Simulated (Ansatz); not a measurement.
A further run on the cluster O3.

```yaml
crystal:
  periodic: [false, false, false]
  atoms:
    - {symbol: O, position_ang: [0.945504, -0.490708, 0.327845]}
    - {symbol: O, position_ang: [-0.238012, -0.022259, 0.363949]}
    - {symbol: O, position_ang: [-0.707492, 0.512977, -0.691784]}
basis:
  gaussian: {orbitals: def2-SVPD, final_grid: {core_spheres: 5, valence_spheres: 4, degree: 11}, point_charges: [{charge: 2.00, position_ang: [5.881, -0.872, 0.827]}]}
magnetization: {spin_polarized: true, initial_magnetization: 0}
hamiltonian: {xc: {name: HF}, dispersion: d4}
scf: {omitted_lower_state_checks: [starts]}
output: {forces: true}
```

```sh
$ ansatz run in.yaml --threads 2 --pin off --events-out ev --progress --plain --max-ram 4352MiB
```

Output, abridged:

```
Functional definition: HF
612 factors; their error is unknown
mean field evaluation 1: about -6092.9519 eV, gradient 3.5e1 eV
mean field evaluation 2: about -6093.5863 eV, gradient 3.5e1 eV
mean field evaluation 4: about -6097.3707 eV, gradient 2.1e0 eV
mean field evaluation 8: about -6097.4001 eV, gradient 1.6e-1 eV
mean field evaluation 16: about -6098.0426 eV, gradient 3.1e0 eV
mean field -6099.86205028 eV, -224.1657957127 hartree, gradient 2.3e-5 eV, S^2 0.931329; 1 other end points of the search recorded, 0 dependent functions left out
reference -6099.86205028 eV, -224.1657957127 hartree; 12, 12 occupied and 57, 57 virtual orbitals, 612 factors
Total energy: -6099.96301662 eV, -224.1695061574 hartree
Atom 0 at     0.945504    -0.490708     0.327845 Å, force    -0.373425     0.556782    -1.040988 eV/Å
Atom 1 at    -0.238012    -0.022259     0.363949 Å, force    -0.571605    -0.274057     1.459632 eV/Å
Atom 2 at    -0.707492     0.512977    -0.691784 Å, force     1.011766    -0.279913    -0.411040 eV/Å
Dipole moment:    -0.169799     0.051593    -0.041132 e Å
Checks for a lower state left out: starts
```

Hardware: 2 threads of Arm Neoverse V1 on a shared host. Wall time 0.6 s.

The unrestricted singlet has broken spin symmetry (⟨S²⟩ up to 0.93).
